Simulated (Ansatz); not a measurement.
Basis sets over 8 cases of the optimised length of bonds to hydrogen at HF with Ansatz (elements up to F), each against its own reference: (a) the value in aug-cc-pV5Z; (b) the value in aug-cc-pVQZ; (c) the value in aug-pcseg-3; (d) the value in def2-QZVPPD; (e) the value in pcseg-4 (pcseg sets are built for DFT). By their distance from other large sets or by the extrapolation step the references are unsure by up to roughly 0.0003 Å. Each level at its own minimum; unrestricted open shells; no added dispersion term; no relativity. Cartesian d functions in some cases of 6-31G*, 6-31+G*. 

Cases are drawn at random; left out are references unsure by over 0.0017 Å, doubtful singlets, and cases whose largest runs show a restricted determinant unstable towards unrestricted orbitals, <S^2> over 0.1 too high or, where CCSD(T) ran, T1 over 0.025 (0.045 for open shells). Sets are drawn from those converged to one state in every case.

Cases (SMILES) and reference values:
- O[O] (O-OH), doublet, one O-H bond length: 0.9457 Å (c)
- OO (H2O2), one O-H bond length: 0.9413 Å (d)
- F (HF), one F-H bond length: 0.8970 Å (a)
- [CH3] (CH3), doublet, one C-H bond length: 1.0705 Å (b)
- C#C (C2H2), one C-H bond length: 1.0540 Å (d)
- [BH2] (BH2), doublet, one B-H bond length: 1.1825 Å (e)
- [NH2] (NH2), doublet, one N-H bond length: 1.0083 Å (e)
- N (NH3), one N-H bond length: 0.9979 Å (b)

| basis | functions over def2-SVP (largest species, mean of cases) | mean signed deviation (Å) | mean absolute | largest | within 0.005 Å |
|---|---|---|---|---|---|
| def2-SV(P) | 0.8 | 0.0121 | 0.0121 | 0.0187 | 0 of 8 |
| 6-31G* | 0.8 | 0.0058 | 0.0058 | 0.0139 | 5 of 8 |
| pcseg-1 | 1.0 | 0.0063 | 0.0063 | 0.0083 | 1 of 8 |
| 6-31+G* | 1.0 | 0.0059 | 0.0059 | 0.0164 | 5 of 8 |
| aug-pcseg-1 | 1.7 | 0.0055 | 0.0055 | 0.0060 | 0 of 8 |
| def2-TZVP | 1.9 | 0.0020 | 0.0020 | 0.0031 | 8 of 8 |
| 6-311++G(2d,2p) | 2.0 | 0.0003 | 0.0003 | 0.0006 | 8 of 8 |
| pcseg-2 | 2.4 | 0.0000 | 0.0002 | 0.0005 | 8 of 8 |
| def2-TZVPP | 2.4 | 0.0006 | 0.0006 | 0.0010 | 8 of 8 |
| def2-QZVP | 4.7 | 0.0000 | 0.0001 | 0.0002 | 8 of 8 |

Among the sets for which every case ran a larger relative (same family, alike in diffuse functions, listed or not), the smallest listed that holds all cases within 0.005 Å together with them is def2-TZVP, at 1.9 times the functions of def2-SVP. Inside, though some case ran no larger relative to test it: def2-QZVP. Largest deviations of relatives not listed, over the cases that ran them: 6-311++G(3df,3pd) 0.0011, def2-QZVPP 0.0002, pcseg-3 0.0005, pcseg-4 0.0001 Å. A case lies within its reference's uncertainty of the window's edge in pcseg-1, aug-pcseg-1. These figures hold for the cases listed.

Ansatz is a quantum-chemistry and plane-wave program.
